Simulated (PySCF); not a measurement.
Method: PySCF with M06-2X/def2-TZVP // B3LYP-D3(BJ)/def2-TZVP. Gas-phase values, no solvent. 

Reference species (SMILES): `O` (neutral, multiplicity 1).

The dipole moment comes out as 2.10 D.

Changed species: `OC#N` (whole molecule; the reference has whole molecule).

### Question
Predict the effect on the dipole moment.

### Answer
the dipole moment rises by 1.87 D, to 3.97 D.
